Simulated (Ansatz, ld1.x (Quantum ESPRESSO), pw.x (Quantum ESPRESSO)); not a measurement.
## Equation-of-state test of one ultrasoft potential (Li (Z = 3))

lithium, ultrasoft, made with ld1.x (Quantum ESPRESSO) 7.5 (PBEsol, scalar-relativistic). Core none, reference 1s2 2s1 2p0. Waves: 1s (bound): rcut 1.20, rcutus 1.35 bohr; 2s (bound): rcut 1.20, rcutus 1.35 bohr; 2p (bound, empty): rcut 3.05, rcutus 4.25 bohr; 2p channel at 1.4 Ry: rcut 3.05, rcutus 4.25 bohr. Local part: all-electron potential smoothed inside 2.30 bohr (lloc = -1). Core correction: none. Augmentation charge: PSQ, radius 1.20 bohr.

Crystal test: fcc Li in pw.x 7.5, no spin, 13³ k-points, Fermi–Dirac smearing 0.01 Ry, cutoffs 60/480 Ry. The reference is all-electron LAPW (Ansatz 0.2.0) with the same functional, mesh and smearing; V0 and B0 come from Birch–Murnaghan fits to the pressures at five volumes. Errors are pseudo minus all-electron; Δ is the rms difference of the E(V) curves that follow from these fits, minima aligned, over ±6 % about the mean V0. Mesh and smearing are coarse, so the numbers serve the comparison and aren't converged zero-temperature values; the lattice is a test structure that the element need not adopt.

All-electron: a0 = 4.327 Å (V0 = 20.25 Å³/atom), B0 = 13.5 GPa.

Problem. How far does the potential miss the all-electron equation of state?

Solution. mean pressure error (GPa): -0.28; a0 (Å): 4.300; a0 error (%): -0.62; B0 error (%): +16.0; Δ (meV/atom): 1.2. The largest radius (4.25 bohr) exceeds half the bond length (2.89 bohr), so the spheres overlap, which is one possible source of error among others. This is a poor potential for the solid. Atomic configuration tests: test run stopped at test 2 of 4 (negative rho), 1 before it not solved.

| V (Å³/atom) | P all-electron (GPa) | P pseudo (GPa) |
| --- | --- | --- |
| 19.310 | 0.70 | 0.48 |
| 19.818 | 0.30 | 0.05 |
| 20.326 | -0.05 | -0.34 |
| 20.834 | -0.37 | -0.68 |
| 21.342 | -0.65 | -0.97 |

Problem. At the middle volume, how do free energy and pressure move when the wave cutoff is lowered (ecutrho held at 480 Ry)?

Solution.

| cutoff (Ry) | shift of F (meV/atom) | shift of P (GPa) |
| --- | --- | --- |
| 27 | +354.4 | -1.70 |
| 36 | +154.2 | -2.45 |
| 48 | +19.3 | -1.02 |

The run at the middle volume (84 k-points, 7 iterations) took about 11 s on one core of a shared host (Neoverse-V1, 32 threads, 247 GiB, load 27).
